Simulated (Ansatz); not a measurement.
**Si2H5 (SMILES [SiH2][SiH3]): methods side by side**

The species is Si2H5 (7 atoms), meant as a doublet with charge 0. SMILES: `[SiH2][SiH3]`. Geometry: relaxed at PBE0-D4/def2-TZVP.

```xyz
7

Si   -0.2096   -1.3612   -0.1911
Si    0.3579    0.8892   -0.0620
H    -0.0026   -2.1239    1.0703
H    -1.5736   -1.6246   -0.7256
H     0.2100    1.5028   -1.4080
H    -0.4958    1.6431    0.8986
H     1.7749    1.0068    0.3722
```

Quantity: the energy change with the Si1–H4 bond stretched from 1.488 to 2.233 Å, in eV. The values are calculated.

```tsv
level	kind	program	value (eV)	less FCI/STO-3G	CPU time (all runs)
UHF/STO-3G	Hartree–Fock	Ansatz	3.37	+0.55	0.38 s
USVWN5/STO-3G	LDA	Ansatz	2.90	+0.08	3 s
UBLYP/STO-3G	GGA	Ansatz	2.68	-0.14	5.3 s
U-r2SCAN/STO-3G	meta-GGA	Ansatz	3.01	+0.19	14 s
UB3LYP/STO-3G	global hybrid	Ansatz	2.98	+0.16	6.3 s
U-wB97M-V/STO-3G	range-separated hybrid	Ansatz	3.20	+0.38	76 s
UMP2/STO-3G	perturbation theory	Ansatz	3.50	+0.68	0.39 s
UCCSDT(Q)/STO-3G	coupled cluster or CI	Ansatz	2.82	0.00	2.6 s
UCCSDT/STO-3G	coupled cluster or CI	Ansatz	2.82	0.00	2.1 s
FCI/STO-3G	exact in the basis	Ansatz	2.82	0.00	56 s
```

FCI/STO-3G is exact within its basis and frozen core, so for wave-function methods in that basis the difference is their error; functionals converge differently with the basis, so for them it is only a difference. The first shape isn't each level's own minimum. The values span 2.68 to 3.50 eV. Spin contamination of the reference (⟨S²⟩ at least 0.1 too high) touches UHF/STO-3G, UMP2/STO-3G, UCCSDT(Q)/STO-3G, UCCSDT/STO-3G. All rows use very small basis sets, so none should be taken for the real molecule's value. CPU times are rough (shared hosts, several kinds of processor and program).
